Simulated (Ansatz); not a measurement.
# C3H6S: one species, many methods

The task here is to estimate one member of a computed series from the others.

Computed with Ansatz 0.2.0, Gaussian basis. Level: functionals in def2-TZVPP, the program's frozen cores in correlated methods.

Plan: LDA (SPW92), PBE-D4, revPBE-D4, BLYP-D4, r2SCAN-D4, B97M-V, PBE0-D4, B3LYP-D4, r2SCANh-D4, r2SCAN0-D4, HSE06-D4, BHLYP-D4, CAM-B3LYP-D4, LC-ωPBE, ωB97X-V, ωB97M-V, B2PLYP, PBE-QIDH; CCSD(T)/def2-SVP; CCSD(T)/def2-TZVPP; MP2/def2-QZVPP; extrapolation to the limit; RPA on PBE.

## The relaxed structure

All runs share one geometry, relaxed beforehand with PBE0-D4 in a triple-zeta def2 set.

SMILES `C=CCS`, 10 atoms, charge 0, spin multiplicity 1.

Atoms are counted from 1 here; the program's logs count them from 0.

Bond lengths: C1–C2 1.325 Å, C1–H5 1.086 Å, C1–H6 1.083 Å, C2–C3 1.487 Å, C2–H7 1.088 Å, C3–S4 1.822 Å, C3–H8 1.092 Å, C3–H9 1.092 Å, S4–H10 1.342 Å. Angles: C2–C1–H5 121.4°, C2–C1–H6 121.6°, H5–C1–H6 117.0°, C1–C2–C3 124.4°, C1–C2–H7 119.6°, C3–C2–H7 116.0°, C2–C3–S4 113.4°, C2–C3–H8 110.8°, C2–C3–H9 111.6°, S4–C3–H8 104.9°, S4–C3–H9 108.3°, H8–C3–H9 107.6°, C3–S4–H10 96.7°.

The first run:

File in.yaml:

```yaml
crystal:
  periodic: [false, false, false]
  atoms:
    - {symbol: C, position_ang: [-1.333296, 0.855071, -0.523973]}
    - {symbol: C, position_ang: [-0.218382, 0.566737, 0.131390]}
    - {symbol: C, position_ang: [0.738535, -0.499813, -0.267328]}
    - {symbol: S, position_ang: [0.871128, -1.845225, 0.954420]}
    - {symbol: H, position_ang: [-1.621970, 0.309555, -1.417112]}
    - {symbol: H, position_ang: [-1.999187, 1.642212, -0.191060]}
    - {symbol: H, position_ang: [0.039005, 1.127974, 1.027166]}
    - {symbol: H, position_ang: [0.411982, -0.988502, -1.187545]}
    - {symbol: H, position_ang: [1.738511, -0.097849, -0.444317]}
    - {symbol: H, position_ang: [1.456775, -1.121260, 1.921459]}
basis:
  gaussian: {orbitals: def2-TZVPP}
hamiltonian: {xc: lda}
output: {orbitals: {seedname: orbitals}}
```

Among the steps run: LDA; PBE-D4 (GGA); revPBE-D4 (GGA); BLYP-D4 (GGA); r2SCAN-D4 (meta-GGA); B97M-V (meta-GGA); PBE0-D4 (hybrid); B3LYP-D4 (hybrid); r2SCANh-D4 (hybrid); r2SCAN0-D4 (hybrid); HSE06-D4 (hybrid); BHLYP-D4 (hybrid); CAM-B3LYP-D4 (range-separated); LC-ωPBE-D4 (range-separated; the results give it without D4); ωB97X-V (range-separated); ωB97M-V (range-separated); B2PLYP (double hybrid); PBE-QIDH (double hybrid).

One table of the session follows, with a row left open; its other results are not shown here.

It belongs to the step «Frontier levels by functional». 

| functional | HOMO (eV) | gap (eV) |
| --- | --- | --- |
| LDA (SPW92) | -5.71 | 4.32 |
| PBE-D4 | ? | ? |
| revPBE-D4 | -5.55 | 4.47 |
| BLYP-D4 | -5.44 | 4.42 |
| r2SCAN-D4 | -5.85 | 4.91 |
| B97M-V | -5.94 | 5.09 |
| PBE0-D4 | -6.83 | 6.70 |
| B3LYP-D4 | -6.59 | 6.23 |
| r2SCANh-D4 | -6.31 | 5.75 |
| r2SCAN0-D4 | -7.00 | 6.99 |
| HSE06-D4 | -6.43 | 5.91 |
| BHLYP-D4 | -7.93 | 8.92 |
| CAM-B3LYP-D4 | -8.19 | 9.20 |
| LC-ωPBE | -9.62 | 11.81 |
| ωB97X-V | -9.23 | 11.34 |
| ωB97M-V | -9.07 | 11.03 |

Q: Estimate the row for PBE-D4 from the others.

**Answer.** HOMO (eV): -5.59; gap (eV): 4.43. In the column «HOMO (eV)» it lies between LDA (SPW92) (-5.71) and revPBE-D4 (-5.55).
